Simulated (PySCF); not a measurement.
Species: thioformaldehyde, CH2S.
Cartesian coordinates in Å at the BHandHLYP/6-31+G* level; atoms count from 1:
```xyz
4
CH2S angstrom
C     -0.110    0.005    0.003
S      1.488   -0.048    0.135
H     -0.616    0.765   -0.578
H     -0.753   -0.717    0.490
```

Method: BHandHLYP/6-31+G* geometry optimisation, gas phase (PySCF).

Masses are those of the commonest isotopes; rigid-rotor values at the optimised geometry. 

Task: Give the principal moments of inertia and the rotational constants in MHz.

Result: Ia = 1.69, Ib = 28.31, Ic = 30.00 u·Å²; 505379 MHz·u·Å²/I gives A = 298671, B = 17855, C = 16847 MHz.

Task: Classify the top.

Result: A near-prolate asymmetric top: κ = (2 × 17855 − 298671 − 16847)/(298671 − 16847) = -0.99.

Task: What does the inertial defect say?

Result: Planar: Δ = Ic − Ia − Ib = 0.00 u·Å². For a rigid frame Δ = −2 Σ m c², so it vanishes when all atoms lie in the ab plane; here none is more than 0.01 Å from it.

Task: List the rotational levels J(Ka,Kc) to J = 5 (MHz).

Result: Above 0(0,0):
J = 1: 1(0,1) 34702, 1(1,1) 315518, 1(1,0) 316525
J = 2: 2(0,2) 104103, 2(1,2) 383915, 2(1,1) 386936, 2(2,1) 1229384, 2(2,0) 1229387
J = 3: 3(0,3) 208199, 3(1,3) 486509, 3(1,2) 492551, 3(2,2) 1333490, 3(2,1) 1333504, 3(3,1) 2740090, 3(3,0) 2740090
J = 4: 4(0,4) 346980, 4(1,4) 623297, 4(1,3) 633368, 4(2,3) 1472296, 4(2,2) 1472337, 4(3,2) 2878903, 4(3,1) 2878903, 4(4,1) 4848135, 4(4,0) 4848135
J = 5: 5(0,5) 520436, 5(1,5) 794277, 5(1,4) 809384, 5(2,4) 1645800, 5(2,3) 1645895, 5(3,3) 3052423, 5(3,2) 3052423, 5(4,2) 5021651, 5(4,1) 5021651, 5(5,1) 7553522, 5(5,0) 7553522

Task: Predict some low-J microwave lines.

Result: The dipole components are |μa| = 1.98 D, |μb| = 0.00 D, |μc| = 0.00 D; the symmetry axis of this C2v structure is a, so μb and μc vanish by symmetry and there are no b-type or c-type lines. Some lines, for components of 0.1 D or more:

| type | branch | J(Ka,Kc) | MHz | lower level (cm⁻¹) |
| --- | --- | --- | --- | --- |
| a | Q | 1(1,0) ← 1(1,1) | 1007 | 10.525 |
| a | Q | 2(1,1) ← 2(1,2) | 3021 | 12.806 |
| a | Q | 3(1,2) ← 3(1,3) | 6043 | 16.228 |
| a | R | 1(0,1) ← 0(0,0) | 34702 | 0.000 |
| a | R | 2(1,2) ← 1(1,1) | 68397 | 10.525 |
| a | R | 2(0,2) ← 1(0,1) | 69401 | 1.158 |
| a | R | 2(1,1) ← 1(1,0) | 70411 | 10.558 |
| a | R | 3(1,3) ← 2(1,2) | 102594 | 12.806 |
| a | R | 3(0,3) ← 2(0,2) | 104095 | 3.473 |
| a | R | 3(2,2) ← 2(2,1) | 104106 | 41.008 |
| a | R | 3(2,1) ← 2(2,0) | 104117 | 41.008 |
| a | R | 3(1,2) ← 2(1,1) | 105615 | 12.907 |

Not checked by BHandHLYP/6-31+G* frequencies. These are rigid-rotor constants of the computed structure; measured ground-state constants (B0) also hold zero-point vibration.
